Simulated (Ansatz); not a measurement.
This geometry of AlClH₄O (7 atoms, charge 0, multiplicity 1) is a first-order saddle point.

These are results of Ansatz 0.2.0, RHF/cc-pVDZ, not measurements.

```xyz
7
Properties=species:S:1:pos:R:3
Al 0.028 -0.315 -0.194
Cl 0.047 -0.052 2.423
H 1.417 0.256 -0.653
H -1.389 0.141 -0.712
O 0.074 -1.976 0.536
H -0.539 -2.673 0.353
H 0.051 -1.320 1.790
```

Which two structures does it join? (They come from a converged band through this point; their orientation in space is the band's.)

Bonds broken: Al1–Cl2, O5–H7. Bonds formed: Cl2–H7. AlClH4O becomes AlH3O + ClH.

First end point:

```xyz
7
Properties=species:S:1:pos:R:3
Al 0.034 -0.023 0.129
Cl -0.121 0.641 2.208
H 1.450 0.214 -0.525
H -1.324 -0.010 -0.687
O 0.059 -2.022 0.570
H -0.742 -2.504 0.393
H 0.333 -2.236 1.456
```

Last end point:

```xyz
7
Properties=species:S:1:pos:R:3
Al -0.110 -0.347 -0.816
Cl 0.818 -1.149 3.573
H 0.936 0.813 -0.647
H -0.904 -0.694 -2.136
O -0.396 -1.317 0.594
H -1.000 -2.046 0.608
H 0.346 -1.197 2.370
```

How far does it lie above each of them?

1.50 eV above the first and 0.30 eV above the second. This is the barrier of this one path; another mechanism may lie lower. The orbitals stay closed-shell, which can raise the energy where a bond breaks towards radicals; this wasn't checked here.

Run time: 3.4 min on 1 thread of Arm Neoverse V1, on a shared host, peak memory 0.12 GiB.
